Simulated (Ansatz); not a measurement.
## How methods differ on BH2OF (SMILES OBF)

BH2OF: 5 atoms, total charge 0, spin state singlet. As SMILES, `OBF`. The shape is that of a PBE0-D4/def2-TZVP optimisation. This is one conformer, not always the lowest.

```xyz
5

O    -0.9654    0.1574    0.1569
B     0.3650   -0.0302    0.2011
F     1.0392   -0.3237   -0.9095
H    -1.3372    0.0574   -0.7258
H     0.9483    0.0654    1.2360
```

Each level gives the energy change with the O1–B2 bond stretched from 1.344 to 2.689 Å (eV). The values are calculated.

| level | kind | program | value (eV) |
| --- | --- | --- | --- |
| HF/STO-3G (restricted) | Hartree–Fock | Ansatz | 9.82 |
| SVWN5/STO-3G (restricted) | LDA | Ansatz | 7.66 |
| BLYP/STO-3G (restricted) | GGA | Ansatz | 6.77 |
| PBE/STO-3G (restricted) | GGA | Ansatz | 7.03 |
| revPBE/STO-3G (restricted) | GGA | Ansatz | 6.82 |
| r2SCAN/STO-3G (restricted) | meta-GGA | Ansatz | 7.46 |
| B3LYP/STO-3G (restricted) | global hybrid | Ansatz | 7.54 |
| BHLYP/STO-3G (restricted) | global hybrid | Ansatz | 8.57 |
| PBE0/STO-3G (restricted) | global hybrid | Ansatz | 7.92 |
| r2SCAN0/STO-3G (restricted) | hybrid meta-GGA | Ansatz | 8.20 |

The first shape isn't each level's own minimum. The values span 6.77 to 9.82 eV. All rows use very small basis sets, so even the best lies far from the true value.
